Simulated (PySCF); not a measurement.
## Core binding energy against partial charge

Species: C₃H₄F₂O.
Z-matrix (Å and degrees, GFN2-xTB geometry), rows numbered from 1:
```
O 
C   1  1.1784
F   2  1.3627  1  119.59
C   2  1.4901  1  130.17  3   179.99
C   4  1.5248  2  111.49  1     0.05
F   5  1.3697  4  109.41  2   179.83
H   4  1.0944  2  108.72  1  -121.92
H   4  1.0944  2  108.74  1   122.05
H   5  1.0940  4  111.47  2   -61.78
H   5  1.0941  4  111.51  2    61.38
```

Binding energies: delta-SCF UKS SCAN, pcX-2 on the ionised atom, pcseg-1 elsewhere, spin-free X2C (PySCF 2.14.0). Charges: PBE0/pcSseg-1 ground-state density, for the ionised atom.

```json
{"atom": "C4", "environment": "sp3 carbon next to a carbonyl", "C 1s (eV)": "292.38", "Mulliken (e)": "-0.357", "IAO (e)": "-0.344", "Hirshfeld (e)": "-0.078", "ESP (e)": "-0.295"}
{"atom": "C5", "environment": "sp3 C–F carbon", "C 1s (eV)": "293.86", "Mulliken (e)": "+0.184", "IAO (e)": "+0.050", "Hirshfeld (e)": "+0.030", "ESP (e)": "+0.268"}
{"atom": "C2", "environment": "acyl halide carbon", "C 1s (eV)": "296.48", "Mulliken (e)": "+0.523", "IAO (e)": "+0.620", "Hirshfeld (e)": "+0.250", "ESP (e)": "+0.743"}
```

Problem. Give the correlation coefficient and slope of binding energy on charge for each scheme.

Solution. Hirshfeld: r = 1.00, slope 12.4 eV per e; IAO: r = 1.00, slope 4.3 eV per e; ESP: r = 0.98, slope 3.9 eV per e; Mulliken: r = 0.96, slope 4.5 eV per e. On 3 points no scheme stands out.

Problem. The point-charge model writes a binding energy as kq + V + constant, with V the potential of the other atoms' charges at the site. What does it give with the IAO charges?

Solution. V = Σ 14.40 eV Å × q/r over all other atoms: +7.27 eV at C4, +0.29 eV at C5, -7.96 eV at C2. Fitting binding energy − V to q gives k = 20.0 eV per e and leaves an rms residual of 0.26 eV, against 0.09 eV for the fit on q alone. The model has no term for differences in relaxation between sites.

One conformer (not necessarily the lowest) at the GFN2-xTB geometry, without solvent, vibrations or thermal averaging.
